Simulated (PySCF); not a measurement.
Gas-phase reaction: P + 2 H = PH₂

Computed with PySCF and rigid-rotor harmonic-oscillator thermochemistry at 1 bar. † marks an energy on the PBE0/def2-TZVP geometry and frequencies; other levels use their own. MP2 and CCSD(T) freeze the core. 6-31G* has spherical d functions here. Open shells (unrestricted): P (multiplicity 4), H (multiplicity 2), PH₂ (multiplicity 2). B3LYP is the form with VWN-RPA correlation. PH₂: computed as isolated molecules; such fragments, hydroxides, amides, oligomers or adducts are transient or little studied in the gas. MP2 isn't extrapolated to the basis-set limit; its ΔH°(298 K) is -529.8 kJ in def2-SVP and -569.8 kJ in def2-TZVPP. CCSD(T) isn't extrapolated to the basis-set limit; its ΔH°(298 K) is -556.9 kJ in def2-SVP and -598.1 kJ in def2-TZVPP. The harmonic model lacks anharmonicity and excited electronic states, which grow with temperature; levels with a mode under 35 cm⁻¹ are left out.

```csv
level,"ΔE electronic, kJ","ΔH°(298 K), kJ","ΔS°(298 K), J/K","ΔG°(1800 K), kJ"
B3LYP/6-31G*,-645,-619,-180,-256
B3LYP/def2-TZVP†,-662,-635,-180,-273
CCSD(T)/def2-SVP†,-584,-557,-180,-195
CCSD(T)/def2-TZVPP†,-625,-598,-180,-236
HF/6-31G*,-427,-398,-180,-33
HF/def2-TZVP†,-453,-426,-180,-64
M06-2X/def2-TZVP†,-652,-625,-180,-263
MP2/def2-SVP†,-557,-530,-180,-168
PBE0/def2-QZVP†,-641,-614,-180,-252
LDA/def2-TZVP†,-726,-699,-180,-337
```
ΔH° is lowest at LDA/def2-TZVP† and highest at HF/6-31G*. No reference value is set beside these.
